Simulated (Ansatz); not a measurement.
**FeS₂ (Pnnm, No. 58)**

Level of theory: PBE (PAW; Ansatz, a program for electronic structure).

Run with plane-wave cutoff 500 eV, 10×8×12 k mesh (along the axes of the cell as run), Fermi–Dirac smearing 0.05 eV, no spin polarisation, scalar-relativistic PAW data made under PBE.

Cell (relaxed at this level):

```xyz
6
Lattice="4.4389 0.0000 0.0000 0.0000 5.4095 0.0000 0.0000 0.0000 3.3896" Properties=species:S:1:pos:R:3 pbc="T T T"
Fe     2.2195     2.7048     1.6948
Fe     0.0000     0.0000     0.0000
S      1.3039     4.7343     1.6948
S      3.1350     0.6752     1.6948
S      3.5233     3.3800     0.0000
S      0.9156     2.0295     0.0000
```

For FeS₂ (Pnnm, No. 58), the band gap is 0.86 eV (on the SCF k mesh).

Measured, for comparison: band gap 0.73 eV (temperature not stated, not corrected to a static lattice, X-ray absorption and emission, our sources range from 0.34 to 0.73; as tabulated in Ma et al. (2021), arXiv:2111.12440).

Computed values are for the static lattice.
